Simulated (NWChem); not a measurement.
methane (CH₄); SMILES C

Computed with NWChem. Pople sets run with spherical d functions. The geometry was optimised at PBE0/def2-SVP. B3LYP is NWChem's, with the RPA form of VWN correlation. Total energies compare along this basis series because the functional is fixed.

| level | basis functions | energy (Ha) | highest occupied level (eV) | orbital gap (eV) |
|---|---|---|---|---|
| B3LYP/STO-3G | 9 | -40.0389 | -9.78 | 22.14 |
| B3LYP/3-21G | 17 | -40.3015 | -10.56 | 14.49 |
| B3LYP/6-31G* | 22 | -40.5176 | -10.57 | ___ |
| B3LYP/6-31+G* | 26 | -40.5199 | -10.72 | 11.18 |
| B3LYP/def2-SVP | 34 | -40.4878 | -10.62 | 12.56 |
| B3LYP/def2-SVPD | 52 | -40.4908 | -10.72 | 11.35 |
| B3LYP/def2-TZVP | 55 | -40.5373 | -10.72 | 12.00 |
| B3LYP/6-311++G** | 50 | -40.5338 | -10.73 | 10.57 |
| B3LYP/aug-cc-pVTZ | 138 | -40.5382 | -10.72 | 10.49 |

Task: What belongs in the gaps?

Result: 
- B3LYP/6-31G*, orbital gap (eV): 13.75
